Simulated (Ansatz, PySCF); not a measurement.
Ligands exchanged one at a time, Si F-H. Isolated molecules, 0 K electronic values unless said otherwise. Strings in code marks are SMILES.

Quantity: redistribution energy (mixed species minus the weighted end members), in kcal/mol.

Level 1: frozen-core MP2/cc-pVTZ // PBE0-D3(BJ)/def2-TZVP (Ansatz, a program for electronic structure)
Level 2: B3LYP/3-21G // PBE0-D3(BJ)/def2-TZVP (PySCF)
Level 3: SVWN5/6-31G* // PBE0-D3(BJ)/def2-TZVP (PySCF)
Level 4: HF/3-21G // PBE0-D3(BJ)/def2-TZVP (PySCF)

```json
[
 {"species": "1 of 4 F replaced by H: `F[SiH](F)F`", "level 1": "-0.39", "level 2": "-0.32", "level 3": "0.46", "level 4": "0.68"},
 {"species": "2 of 4 F replaced by H: `F[SiH2]F`", "level 1": "3.05", "level 2": "3.84", "level 3": "5.37", "level 4": "4.63"},
 {"species": "3 of 4 F replaced by H: `F[SiH3]`", "level 1": "4.76", "level 2": "6.10", "level 3": "7.55", "level 4": "6.19"}
]
```
